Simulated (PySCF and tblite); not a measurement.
The numbers below are computed, except where a source is named.
C3H7N, numbered as in [NH2:1][CH:2]1[CH2:3][CH2:4]1.

The ensemble was built from 60 distance-geometry starts (ETKDG and KDG, MMFF94s, GFN2-xTB) and rests on GFN2-xTB geometries. Weights use PBE0-D3(BJ)/def2-SVP (IEF-PCM, chloroform) energies plus GFN2-xTB zero-point and thermal terms (plain harmonic). Symmetry numbers and mirror images are counted. Conformers within 2.5 kcal/mol (GFN2-xTB free energy) were kept, 10 at most. GIAO shieldings: KT3/pcSseg-1 (IEF-PCM, chloroform). Shifts are against TMS (¹H), TMS (¹³C) at the same level. Run with PySCF (density fitting) and tblite.

Torsions listed: H1–N1–C2–C3. Of a mirror pair one member is shown.

| conformer | shape | symmetry | E(GFN2) kcal/mol | E(DFT) kcal/mol |
| --- | --- | --- | --- | --- |
| 1 | -154° | Cs | 0.89 | 0.00 |
| 2 | 83° | C1 (pair) | 0.00 | 1.93 |

(1) How much do the weights at 298.15 K and the averaged shift of H2 depend on how the conformers are weighted?

## Answers

(1) 
```
                                                              weighting  1 (%)  2 (%)  δ (ppm)  rms dipole (D)
DFT energy with thermal terms, symmetry and mirror images (full scheme)     95      5     2.74            1.52
                             DFT energy with symmetry and mirror images     93      7     2.73            1.52
                                                        bare DFT energy     96      4     2.75            1.53
                        GFN2-xTB energy with symmetry and mirror images     10     90     2.30            1.36
                                                   GFN2-xTB free energy     13     87     2.32            1.37
                                                leading conformer alone    100      0     2.77            1.53
                                                          equal weights     50     50     2.51            1.44
```

The largest departure from the full scheme, 0.44 ppm, comes with: GFN2-xTB energy with symmetry and mirror images.
